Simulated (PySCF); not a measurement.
Two-dimensional NMR puzzle

Compound of formula C5H10O. Correlations simulated from computed shifts and couplings:

HSQC (one-bond C–H):
```tsv
δH	δC	1J(C,H) (Hz)
2.15	42.8	129
2.13	28.8	134
1.03	20.1	134
```

COSY cross peaks (|J| ≥ 2 Hz):
```tsv
δH	δH	abs. J (Hz)	bonds
2.15	1.03	7.8	3
```

HMBC (two and three bonds, |J| ≥ 2.5 Hz):
```tsv
δH	δC [abs. J in Hz]
2.15	214.2 [4.4], 20.1 [4.3]
2.13	214.2 [5.1]
1.03	214.2 [4.8], 42.8 [3.3], 20.1 [5.7]
```

Carbons without hydrogens: δ 214.2.

- spin–spin couplings from B3LYP/pcJ-1 (without the spin–dipole term)
- structure optimised with PBE0-D3(BJ)/def2-SVP
- GIAO PBE0/pcSseg-1 shieldings
- program: PySCF
- one computed conformer, isolated molecule, fast rotation and ring inversion assumed for equivalent nuclei, non-relativistic

Scale: 1H (σ = 31.27 ppm), 13C (σ = 184.41 ppm) against TMS (reference shieldings calculated alike).

Exchangeable hydrogens are left out of these lists, and C,H couplings along chains are those of one rotamer, so weak HMBC peaks may be missing or extra.

Work out the connectivity.

Results:

`CC(C(C)=O)C`.

Atoms are numbered as in `[CH3:1][C:2](=[O:3])[CH:4]([CH3:5])[CH3:6]`. Hydrogens are named by the atom that carries them.

1. δC 214.2 is C2, a ketone carbonyl carbon.
2. δC 42.8 is C4, an sp3 CH α to a carbonyl (δH 2.15).
3. δC 28.8 is C1, a methyl carbon α to a carbonyl (δH 2.13).
4. δC 20.1 is C5/C6, a methyl carbon (δH 1.03).
5. HMBC from δH 2.15 reaches the proton-free carbon C2.
6. HMBC from δH 2.13 reaches the proton-free carbon C2.
7. HMBC from δH 1.03 reaches the proton-free carbon C2.
8. COSY links 2.15–1.03.

This is the structure that produced the data.

Unscaled 3J(H,H) at this level run about 9 % above measured values. Shifts are as computed. Against solution values, carbons near 30 ppm lie about +2 ppm off and those near 130 ppm about +4 ppm. Of 246 compounds with measured shifts, 49 miss one by over three times the rms of a fit or turn the order of signals round; such compounds aren't used in these exercises.
